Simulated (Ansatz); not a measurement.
**CHBS (triplet): the correlation ladder at distance C2–H4 = 0.879 Å, cc-pVDZ**

How much of the correlation energy of CHBS (triplet) does each wave-function method recover here?

The runs use Ansatz 0.2.0, Gaussian basis; cc-pVDZ, core rule «outside noble gas», up to 7 orbitals frozen.

The runs, in order: UHF; CCSD(T) on ROHF; CCSD(T) on UHF; BCCD(T) on ROHF; CISD; CCSDT(Q) on ROHF; CCSDT(Q) on UHF; CASSCF and MRCISD+Q, 4 electrons in 4 orbitals; CASSCF and NEVPT2, 4 electrons in 4 orbitals.

19 further runs of the same task are left out: 2 for a mislabelled method, 13 that didn't finish, 4 set aside as unsound or not needed.

**1. The system**

The geometry derives from a PBE0/def2-TZVP stationary point (not a proven minimum). One bond is set to the value named and the two fragments are kept rigid.

4 atoms, charge 0, spin multiplicity 3.

Atoms are counted from 1 here; the program's logs count them from 0.

Bond lengths: B1–C2 1.415 Å, B1–S3 1.834 Å, C2–S3 1.766 Å, C2–H4 0.879 Å. Angles: C2–B1–S3 64.4°, B1–C2–S3 69.4°, B1–C2–H4 162.5°, S3–C2–H4 128.1°, B1–S3–C2 46.2°.

As a file:

```csv
atom,x (Å),y (Å),z (Å)
B1,0.0000,-0.9376,0.8071
C2,0.0000,0.4596,1.0284
S3,0.0000,0.1048,-0.7020
H4,0.0000,1.2461,1.4209
```

**2. UHF**

File in.yaml:

```yaml
crystal:
  periodic: [false, false, false]
  atoms:
    - {symbol: B, position_ang: [0.000000, -0.937626, 0.807149]}
    - {symbol: C, position_ang: [0.000000, 0.459609, 1.028395]}
    - {symbol: S, position_ang: [0.000000, 0.104802, -0.702012]}
    - {symbol: H, position_ang: [0.000000, 1.246096, 1.420923]}
basis:
  gaussian: {orbitals: cc-pVDZ}
magnetization: {spin_polarized: true, initial_magnetization: 2}
hamiltonian: {xc: hf}
output: {orbitals: {seedname: orbitals}}
```

Started as:

```console
ansatz run in.yaml --threads 1 --pin off --events-out ev --progress --plain --max-ram 2393MiB
```

Further steps of the session: CCSD(T) on ROHF; CCSD(T) on UHF; BCCD(T) on ROHF; CISD; CCSDT(Q) on ROHF; CCSDT(Q) on UHF; CASSCF and MRCISD+Q, 4 electrons in 4 orbitals; CASSCF and NEVPT2, 4 electrons in 4 orbitals.

Q: Predict the results of all the runs planned. Wanted: UCCSDT(Q) below the RHF energy; RMP2 from UCCSDT(Q); UMP2 from UCCSDT(Q); RCCSD from UCCSDT(Q); RCCSD(T) from UCCSDT(Q); UCCSD(T) from UCCSDT(Q); RCCSDT(Q) from UCCSDT(Q); NEVPT2 pair from UCCSDT(Q); MRCISD+Q pair from UCCSDT(Q).

The runs gave:

| quantity | value |
| --- | --- |
| UCCSDT(Q) below the RHF energy | -9.5577 eV |
| RMP2 from UCCSDT(Q) | +25.00 kcal/mol |
| UMP2 from UCCSDT(Q) | +27.25 kcal/mol |
| RCCSD from UCCSDT(Q) | +10.70 kcal/mol |
| RCCSD(T) from UCCSDT(Q) | +1.39 kcal/mol |
| UCCSD(T) from UCCSDT(Q) | +1.45 kcal/mol |
| RCCSDT(Q) from UCCSDT(Q) | +0.06 kcal/mol |
| NEVPT2 pair from UCCSDT(Q) | +26.13 kcal/mol |
| MRCISD+Q pair from UCCSDT(Q) | +6.88 kcal/mol |
| levels within 1 kcal/mol (43 meV) | RCCSDT, UCCSDT, RCCSDT(Q) |
| T1 diagnostic | 0.026 |

**Reading.** RCCSD(T) misses by +1.39 kcal/mol, 0.6 % of the correlation energy. Of the multireference levels listed MRCISD+Q pair comes nearest in total energy (+6.88 kcal/mol), which doesn't show that its space is the better one. These misses are within one basis, not against nature; the frozen cores of restricted and unrestricted runs differ, which can shift their rows.
